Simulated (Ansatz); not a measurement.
```xyz
10

C    -0.361    0.889   -0.801
C     0.554    0.100    0.077
O     0.248    0.078    1.491
C     0.110   -1.092    0.782
F    -1.162   -1.524    0.612
H    -0.171    0.644   -1.849
H    -1.404    0.671   -0.574
H    -0.187    1.958   -0.666
H     1.619    0.199   -0.125
H     0.755   -1.923    1.054
```

Charge 0, multiplicity 1.

(1) List the PBE0/def2-TZVPP orbital energies in eV (Ansatz). (Best estimate.)

Results:

(1) Computed: Occupied: -674.16, -523.49, -281.74, -280.06, -278.28, -34.29, -30.75, -21.40, -18.87, -17.35, -15.66, -14.66, -13.39, -12.58, -12.06, -11.50, -11.27, -10.33, -8.95, -8.40. Lowest empty: 1.54, 2.02, 2.40, 2.78, 2.99, 3.19, 3.71, 3.85.
